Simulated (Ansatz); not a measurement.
## Errors in the atomisation enthalpy at 298 K

6 molecules with nitrogen; the atomisation enthalpy at 298 K in kJ/mol, computed less measured. Shapes, held fixed at every level: PBE0-D4/def2-TZVP. Flexible molecules stand in one conformer, not always the lowest. Thermal terms are harmonic and unscaled (PBE0-D4/def2-TZVP); the spin-orbit lowering of the free atoms is taken from their spectra. Programs: Ansatz 0.2.0. Measured values: Active Thermochemical Tables, CRC Handbook of Chemistry and Physics.

Levels: A = r2SCAN0-D4/def2-TZVPP; B = wB97M-V/def2-TZVPP; C = CCSD(T)/CBS estimate.

```csv
molecule,from tabulated heats,A,B,C
CH3N (methanimine),1755,-53,+6,-3
N2H3 (SMILES [NH]N),1374,-42,+23,-1
C2H5NS (thioacetamide),3262,-51,+18,-10
C4H5N (pyrrole),4322,-55,+18,-17
"C2H8N2 (1,2-dimethylhydrazine)",4030,-86,+13,-12
C3H9N (isopropylamine),4669,-56,+12,-2
```

**Question.** Which level does best on this set, which worst, and which err to one side?

**Answer.** 
| level | kind | mean error | mean absolute error | worst case |
| --- | --- | --- | --- | --- |
| r2SCAN0-D4/def2-TZVPP | global hybrid | -57.2 | 57.2 | C2H8N2 |
| wB97M-V/def2-TZVPP | range-separated hybrid | +15.0 | 15.0 | N2H3 |
| CCSD(T)/CBS estimate | coupled cluster or CI | -7.5 | 7.5 | C4H5N |

On this set CCSD(T)/CBS estimate has the smallest mean absolute error and r2SCAN0-D4/def2-TZVPP the largest. r2SCAN0-D4/def2-TZVPP is too low in 6 of 6; wB97M-V/def2-TZVPP is too high in 6 of 6; CCSD(T)/CBS estimate is too low in 6 of 6. Open shells run unrestricted. The CBS estimate extrapolates MP2 from def2-TZVPP and def2-QZVPP and adds CCSD(T) − MP2 in the triple-zeta set, cores frozen. The set is small.
